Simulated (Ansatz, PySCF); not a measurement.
This PySCF input computes a CCSD(T)/cc-pVDZ energy:

```python
from pyscf import gto, scf, mp, cc as ccmod

mol = gto.M(
    atom='''
    C     1.26685564    0.06866209   -0.09502111
    C     0.00340786   -0.07066892    0.38584788
    C    -1.26850322   -0.03449626   -0.09152220
    H     1.52547013   -0.14430834   -1.14291967
    H     2.10459149    0.36655019    0.53354538
    H    -1.54432028    0.53520516   -0.99135246
    H    -2.09630303   -0.53842847    0.40489928
    ''',
    basis='cc-pvdz',
    charge=-1,
    spin=1,
    verbose=4,
)

mf = scf.UHF(mol)
mf.conv_tol = 1e-10
mf.max_cycle = 100
mf.kernel()
mo, _, stable, _ = mf.stability(return_status=True)
if not stable:
    mf.kernel(mf.make_rdm1(mo, mf.mo_occ))
mp2 = mp.MP2(mf, frozen=3).run()
cc = ccmod.CCSD(mf, frozen=3)
cc.max_cycle = 100
cc.kernel()
et = cc.ccsd_t()
print(f'E(CCSD(T)) = {cc.e_tot + et:.9f}')
```

Write an input for the same energy in Ansatz (a program for electronic structure) and say what it gives.


Ansatz 0.2 input:
```yaml
crystal:
  periodic: [false, false, false]
  atoms:
    - {symbol: C, position_ang: [1.26685564, 0.06866209, -0.09502111]}
    - {symbol: C, position_ang: [0.00340786, -0.07066892, 0.38584788]}
    - {symbol: C, position_ang: [-1.26850322, -0.03449626, -0.09152220]}
    - {symbol: H, position_ang: [1.52547013, -0.14430834, -1.14291967]}
    - {symbol: H, position_ang: [2.10459149, 0.36655019, 0.53354538]}
    - {symbol: H, position_ang: [-1.54432028, 0.53520516, -0.99135246]}
    - {symbol: H, position_ang: [-2.09630303, -0.53842847, 0.40489928]}
basis:
  gaussian:
    orbitals: cc-pVDZ
total_charge: -1
magnetization: {spin_polarized: true, initial_magnetization: 1}
correlation: {method: ccsd_t, electrons: outside_noble_gas}
```
It gives -116.24232 Eh, and PySCF -116.24232 Eh, a difference of 0.00 mEh.
